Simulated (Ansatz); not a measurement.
**Property card for VPt3**

The calculation used DFT PBEsol, scalar-relativistic, plane waves, PAW in Ansatz.

Plane waves to 420 eV, a k mesh through Γ of 12×12×12 on the computed 4-atom cell and Gaussian smearing (0.10 eV); collinear spin from starting moments 1.51 0 0 0 μB.

The structure is relaxed at this level of theory with its symmetry kept. Whether it is the stable form of this composition wasn't checked.

```xyz
4
Lattice="3.8697 0.0000 0.0000 0.0000 3.8697 0.0000 0.0000 0.0000 3.8697" Properties=species:S:1:pos:R:3 pbc="T T T"
V     0.0000    0.0000    0.0000
Pt    0.0000    1.9348    1.9348
Pt    1.9348    0.0000    1.9348
Pt    1.9348    1.9348    0.0000
```

```json
{
  "Space group": "Pm-3m (No. 221)",
  "Volume per atom": "14.49 Å³",
  "Formation energy from the elements' standard states (uncorrected)": "-0.448 eV/atom",
  "Kohn–Sham band gap": "none (metal)",
  "Density of states at the Fermi level": "5.18 states/eV per cell",
  "Löwdin character within 0.5 eV of the Fermi level": "V 3d 52 %, Pt 5d 44 %",
  "Bulk modulus": "273 GPa",
  "Its pressure derivative": "5.1",
  "Bader charges (e)": "V (1 in the cell) 1.31, Pt (3 in the cell) -0.44",
  "Total moment": "1.28 μB per cell",
  "Site moments (μB; atoms counted from 1 over the whole cell)": "V (atom 1) 1.37, Pt (atom 2) -0.07, Pt (atom 3) -0.07, Pt (atom 4) -0.07"
}
```

Spin-orbit coupling is left out, which matters for the bands of heavy elements.

Only this magnetic start was tried.

Cost: 9 runs of about 8.6 core-minutes in all, on Arm Neoverse V1 (shared hosts).